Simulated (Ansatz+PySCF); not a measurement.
Two shapes of singlet C2H4.

Shape 1:

```xyz
6

C     0.0000    0.0000   -0.6653
C     0.0000    0.0000    0.6653
H     0.0000   -0.9311   -1.2403
H     0.0000    0.9311   -1.2403
H     0.0000   -0.9311    1.2403
H     0.0000    0.9311    1.2403
```

Shape 2:

```xyz
6

C    -0.0229    0.0238   -0.7029
C     0.0451   -0.0141    0.6490
H     0.0071   -0.9752   -1.2178
H    -0.0247    0.8992   -1.2697
H     0.0182   -0.9572    1.2018
H     0.0414    0.9100    1.2587
```

Basis set: def2-SVP (spherical functions). Correlated methods keep 2 orbitals frozen. Charge 0, multiplicity 1.

Computed with Ansatz (development build ahead of 0.2.0); each method stands on the lowest determinant of its kind that the runs found.

(1) Which shape is lower in energy, and by how much in each method?

Results:

(1)

| method | E(2) − E(1) (eV) |
| --- | --- |
| RHF | 0.138 |
| RHF-MP2 | 0.103 |
| RHF-CCSD(T) | 0.095 |
| PBE (restricted) | 0.102 |
| ωB97X (restricted) | 0.119 |

Shape 1 is lower.
